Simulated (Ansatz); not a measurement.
The same path of BClH2 + H4Si (9 atoms, charge 0, multiplicity 1) was run twice with different band settings. Lost on the way: B1–Cl2, Si5–H9. Made: B1–Si5, Cl2–H9.

Computed with RKS BLYP-D4/cc-pVDZ in Ansatz.

Relaxed end points:

```xyz
9
Properties=species:S:1:pos:R:3
B -0.091 0.544 0.136
Cl 0.501 1.643 1.393
H 0.728 -0.046 -0.525
H -1.281 0.488 -0.052
Si 0.133 -2.776 1.041
H -0.340 -3.078 -0.352
H 1.633 -2.729 1.078
H -0.375 -3.820 1.994
H -0.413 -1.434 1.460
```

```xyz
9
Properties=species:S:1:pos:R:3
B -0.087 -0.482 -0.142
Cl 0.282 0.652 2.051
H 0.793 0.144 -0.692
H -1.226 -0.085 -0.258
Si 0.224 -2.390 0.479
H -0.281 -3.371 -0.554
H 1.663 -2.736 0.772
H -0.552 -2.669 1.755
H -0.321 -0.272 2.761
```

Common settings: movable images 5; climbing image yes; spring 5.0 eV/Å²; optimiser quadratic models (default); force threshold 0.05 eV/Å; iteration limit 60; end points relaxed.

| run | start path |
| --- | --- |
| 1 | through a guess of the saddle point |
| 2 | straight line |

Question: What does each run give, and how far can it be trusted?

Answer: Run 1: converged after 35 iterations, highest image 1.320 eV above the first end. A vibrational analysis at the climbing image gives one clearly imaginary mode, 327i cm⁻¹: a first-order saddle point.
Run 2: converged after 14 iterations, highest image 1.320 eV above the first end. Another band between the same ends (5 images) ends at a top of the same energy, where a vibrational analysis finds 1 clearly imaginary mode.
The orbitals stay closed-shell, which can raise the energy where a bond breaks towards radicals; this wasn't checked here.
